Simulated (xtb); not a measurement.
xtb input:

```bash
xtb mol.xyz --gfn 1 --opt tight --chrg 0 --uhf 0
```
mol.xyz:
```
5

C      0.00819413     0.01326082    -1.13371283
Cl    -0.00477402    -0.00772595     0.66051769
H      0.01747178     1.04777215    -1.46340501
H      0.89974992    -0.50396843    -1.47517859
H     -0.88522815    -0.49202752    -1.48794019
```

### Question
Predict the final energy.

### Answer
-7.97730 Eh (GFN1-xTB).
